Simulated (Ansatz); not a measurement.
A relaxed structure of C. Space group Fd-3m (No. 227), diamond type. Method: PBEsol (plane waves to 420 eV, PAW, scalar-relativistic; Ansatz, a program for electronic structure).

```xyz
2
Lattice="0.0000 1.7768 1.7768 1.7768 0.0000 1.7768 1.7768 1.7768 0.0000" Properties=species:S:1:pos:R:3 pbc="T T T"
C      2.6653     2.6653     2.6653
C      1.7768     1.7768     1.7768
```

**Question.** What band gap does PBEsol give?

**Answer.** 4.04 eV, indirect (valence top at Γ, conduction bottom at 75 % of the way from Γ to X) (no spin-orbit coupling).

**Question.** What is the computed smallest direct gap (PBEsol)?

**Answer.** 5.57 eV at Γ.

No spin polarisation in the result.

Measured for C: a 3.553 Å (static lattice; corrected from measurement; as listed in Daniel Mejia-Rodriguez, S. B. Trickey, Phys. Rev. B (2018)); gap 5.85 eV (static lattice; corrected from measurement; as listed in Wei Chen et al., Physical Review Materials (2018)). Computed minus measured — a: PBEsol 0.0 %; gap: PBEsol -1.81 eV. The computed values are for a static lattice, and a measured gap can be an optical one, lowered by exciton binding.

It was reached from a disturbed copy of a Pm-3n (No. 223) cell, against which it lies -4.43 eV/atom.
